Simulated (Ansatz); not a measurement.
**Elastic constant C33 of some elemental solids other than molecular ones**

Method: PBEsol (Ansatz, a program for electronic structure, plane waves, PAW). References are measured values corrected to a static lattice or taken at low temperature (these still hold zero-point motion).

Values in GPa.

```tsv
solid	reference	PBEsol	error (%)
hcp Zn	68.5	82.8	+21
hcp Mg	66.5	72.2	+8.6
hcp Ti	191	198	+3.7
hcp Os	843†	890	+5.6
hcp Zr	172	172	0.0
hcp Y	80.1	85.2	+6.4
hcp Be	342	388	+13.5
```

Over these 7 solids the mean error is +8.4 %, the mean absolute error 8.4 % (median 6.4 %), and the worst case hcp Zn at +21 %; the value is above the reference in 6 of 7 cases.

All these references are low-temperature values that still hold zero-point motion.

Spin–orbit coupling is left out, also for the solids with elements from indium on (hcp Os); its size isn't shown.

† marks references with one source in our tables, § those from which another value on file, of any temperature, differs by over 15 %.

Differences are worked out from the printed values.

Each level is taken at its own relaxed cell. Ansatz's density-functional and Hartree–Fock values are scalar-relativistic unless marked +SOC, with PAW data made under PBE.

Ansatz's runs of these crystals have no spin polarisation.

Not in this set, of the elemental solids other than molecular ones with a reference value in our tables and a result at some level: 8 for a reference at room or unstated temperature (hcp Cd, hcp Co, body-centred tetragonal In, hcp Re, hcp Ru and 3 more). These can be a level's worst cases. Values held back for tests aren't counted. Layered and molecular crystals are counted apart. The metals Ce to Yb are counted apart.

References as tabulated in Galib et al. (2023), arXiv:2209.08184; Ibrahim et al. (2023), arXiv:2305.03577; Ferrari et al. (2019), arXiv:1905.01197; Liu et al. (2023), arXiv:2002.00005 and others.
